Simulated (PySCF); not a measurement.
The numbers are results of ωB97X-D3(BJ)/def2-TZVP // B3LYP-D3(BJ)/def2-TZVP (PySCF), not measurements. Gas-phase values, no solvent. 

Reference species (SMILES): `[Cl][In][Cl]` (neutral, multiplicity 2).

| Item | Value |
|---|---|
| highest occupied spin orbital | -9.30 eV |

Changed species: `[OH]` (radical fragment; the reference has radical fragment).

Q: What does the change do to the highest occupied spin orbital?

A: the highest occupied spin orbital drops by 2.53 eV, to -11.83 eV.
